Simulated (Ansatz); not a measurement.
Cartesian coordinates (Å):
```xyz
3

C     -0.0249     0.3537     0.0000
O      1.0284    -0.1530     0.0000
H     -1.0035    -0.2007     0.0000
```
Charge 0, spin multiplicity 2.

Calculation: frozen-core CCSD(T)/cc-pVTZ // PBE0-D4/def2-TZVP (Ansatz, a quantum-chemistry and plane-wave program).

```yaml
HF energy: -113.29316 Ha
MP2 correlation energy: -0.36676 Ha
```

Problem. Estimate the CCSD correlation energy, the (T) correction, the total energy and the T1 diagnostic.

Solution. 
The CCSD correlation energy is -0.37384 Ha and the (T) correction comes out as -0.01679 Ha. The CCSD(T) total energy comes out as -113.68379 Ha and the T1 diagnostic comes out as 0.022.
